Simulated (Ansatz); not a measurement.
Geometry optimisation, Ansatz, RKS r2SCAN/STO-3G.

Input file:

```yaml
crystal:
  periodic: [false, false, false]
  atoms:
    - { symbol: Al, position_ang: [0.0, 0.0, 0.0] }
    - { symbol: H, position_ang: [0.0, 0.0, 1.56] }
    - { symbol: F, position_ang: [1.4635, 0.0, -0.845] }
    - { symbol: C, position_ang: [-1.706, 0.0, -0.985] }
    - { symbol: H, position_ang: [-2.2662, -0.9305, -0.7558] }
    - { symbol: H, position_ang: [-2.3102, 0.8797, -0.6796] }
    - { symbol: H, position_ang: [-1.5043, 0.0508, -2.0753] }
basis:
  gaussian: { orbitals: STO-3G }
hamiltonian:
  xc: r2scan
relax:
  f_tol: 0.02
  max_steps: 40
```

Command:

```bash
$ ansatz run input.yaml --threads 1 --pin off --max-ram 2048MiB --backend cpu --events-out ev --progress --plain --runs-dir out
```

Question: Where does it end, and by what steps?

Answer: The run converged. Limits of this set-up: minimal basis. After 3 steps the energy has fallen by 0.188 eV; F3 moved furthest, 0.10 Å.

```csv
step,energy less start (eV),largest force component (eV/Å),accepted
0,0.0000,1.829,yes
1,-0.1652,0.935,yes
2,-0.1873,0.130,yes
3,-0.1877,0.011,yes
```

```xyz
7
Properties=species:S:1:pos:R:3
Al -0.026 0.000 0.019
H 0.045 -0.002 1.517
F 1.372 0.001 -0.815
C -1.658 0.001 -0.971
H -2.253 -0.899 -0.773
H -2.297 0.852 -0.703
H -1.506 0.047 -2.055
```

Whether the end is a true minimum wasn't checked by a vibrational analysis.

Time of the run: 6.6 s on 1 thread of Arm Neoverse V2 (shared host), peak memory 0.12 GiB.
